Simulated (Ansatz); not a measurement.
## SnH2⁺, doublet in def2-SVP: errors against full CI

Geometry: a point of a bend scan, not a stationary point.

```yaml
atoms:
  - { symbol: Sn, position_ang: [-0.0137, 0.0000, 0.0000] }
  - { symbol: H, position_ang: [0.8053, 0.0000, -1.4386] }
  - { symbol: H, position_ang: [0.8053, 0.0000, 1.4386] }
```

Basis def2-SVP with its core potentials; Ansatz 0.2.0. Only valence electrons are correlated (noble-gas cores and the filled d shells of p-block atoms frozen), which leaves 5 electrons in 27 orbitals. Prefix R: restricted or restricted open-shell reference; prefix U: unrestricted. Active spaces: pair = (3e, 3o) about the gap; valence = (5e, 6o) chosen from the atoms' valence shells. No spin–orbit coupling is included; scalar relativity enters through the core potentials alone.

Full CI is exact within this basis and frozen core; it isn't the basis-set limit. The frozen core follows each run's orbitals, which can shift R against U totals by a few meV for light atoms and by up to 0.1 eV past Ca.

* UHF ⟨S²⟩: 0.758
* T1 diagnostic (RCCSD): 0.0201
* largest doubles amplitude (RCCSD): 0.056

```tsv
level	E − E(RHF) (eV)
RMP2	-1.4998
RCCSD	-2.0058
RCCSD(T)	-2.0384
```

**Question.** Estimate how far full CI in def2-SVP lies from RCCSD(T). The table doesn't fix it; the size of (T) and the diagnostics are the guide.

**Answer.** Full CI in def2-SVP lies 1.1 kJ/mol below RCCSD(T), which is 36 % of the (T) step (-3.1 kJ/mol). The diagnostics give no warning, yet the rest is a sizeable part of (T).

The other levels:

| level | E − E(full CI) (kJ/mol) | share of correlation (%) | wall time |
| --- | --- | --- | --- |
| BCCD(T) | 1.1 | 99.44 | 1.9 s |
| RCCSDT | -0.1 | 100.03 | – |
| RCCSDT(Q) | -0.1 | 100.05 | 5.5 s |
| CASSCF (pair space) | 156.0 | 21.12 | – |
| NEVPT2 (pair space) | 47.6 | 75.93 | 1.5 s |
| MRCISD (pair space) | 4.7 | 97.62 | – |
| MRCISD+Q (pair space) | -1.9 | 100.96 | 1.5 s |
| CASSCF (valence space) | 98.3 | 50.29 | – |
| NEVPT2 (valence space) | 28.6 | 85.56 | 1.5 s |
| MRCISD (valence space) | 1.2 | 99.38 | – |
| MRCISD+Q (valence space) | -1.0 | 100.50 | 2.4 s |

The correlation energy at full CI, counted from RHF, is -2.050 eV. That run took 3.4 s on 1 thread of AMD EPYC, shared host over 260,076 determinants.

Run but not shown, since their state or frozen core can't be matched to the reference's or they repeat it: UHF, UMP2, UCCSD, UCCSD(T), UCCSDT, UCCSDT(Q).

Times hold each run's SCF and search for its determinant on a shared host, so for small cases they say little of a method's own cost; they ran on 1 thread of AMD EPYC.

Not variational, and here over 5 meV under the exact energy: MRCISD+Q (pair space), MRCISD+Q (valence space).

The full-CI state has the irrep A1 of C2v, in the program's axes.

Natural occupations of full CI about the gap: 1.958 1.944 0.993 0.032 0.022 0.018 0.006 0.006 0.005 0.004; effectively unpaired electrons, Σ n²(2−n)², 1.03.
